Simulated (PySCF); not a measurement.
**What each rung costs, and what it gives**

Saddle point of BH3ClF, singlet (BH₂Cl ([BH2][Cl]) + HF → BH₂F ([BH2][F]) + HCl; bonds formed: B1–F6, Cl2–H5; bonds broken: B1–Cl2, H5–F6), PBE0-D4/def2-TZVP structure:

```
atom    x (Å)    y (Å)    z (Å)
  B1  -0.0864   0.2905  -0.4440
 Cl2   0.8585  -1.3709   0.2070
  H3   0.7353   1.0951  -0.7437
  H4  -0.9804  -0.0411  -1.1534
  H5   0.0482  -0.4871   1.1496
  F6  -0.5752   0.5135   0.9846
```

Barriers are electronic and count from the start structure reached by relaxing down the imaginary mode.

Computed with PySCF 2.14 with density fitting (its default auxiliary sets; JK sets also for MP2 and CCSD(T)) (basis: as named in each row); correlated methods freeze the cores. B3LYP uses VWN-RPA correlation. Extrapolation: Hartree–Fock as exp(−7.88 √X), correlation as X^−2.97.

Times are rough, for one single point on 4 threads of a shared host (Arm Neoverse V2).

The estimate by CCSD(T) at an estimated basis limit (MP2 extrapolated from triple and quadruple zeta, plus CCSD(T) − MP2 in triple zeta) is 0.567 eV.

| method | basis | time (s) | barrier (eV) | method less estimate |
| --- | --- | --- | --- | --- |
| HF | STO-3G | under 1 | -0.102 | -0.670 |
| B3LYP-D4 | 6-31G | 2 | 0.463 | -0.104 |
| PBE0-D4 | def2-SVP | 2 | 0.243 | -0.324 |
| MP2 | def2-QZVPP | 2 | 0.513 | -0.055 |
| PBE-D4 | def2-SVP | 2 | 0.056 | -0.511 |
| CCSD(T) | def2-SVP | 4 | 0.556 | -0.011 |
| SPW92 | def2-TZVPP | 4 | -0.094 | -0.661 |
| BHLYP-D4 | def2-TZVPP | 4 | 0.652 | 0.085 |
| B3LYP-D4 | def2-TZVPP | 5 | 0.495 | -0.072 |
| PBE0-D4 | def2-TZVPP | 5 | 0.387 | -0.180 |
| PBE-D4 | def2-TZVPP | 5 | 0.258 | -0.309 |
| r2SCAN-D4 | def2-TZVPP | 10 | 0.347 | -0.220 |
| wB97M-V | def2-TZVPP | 65 | 0.476 | -0.091 |
| CCSD(T) | def2-TZVPP | 76 | 0.559 | -0.008 |

All methods are single points on the PBE0-D4 structures; a negative value means that the method puts the saddle structure below the start.

No T1 diagnostic of these runs exceeds 0.012.

Labels in which every atom is bracketed show which atoms are joined, not bond orders.
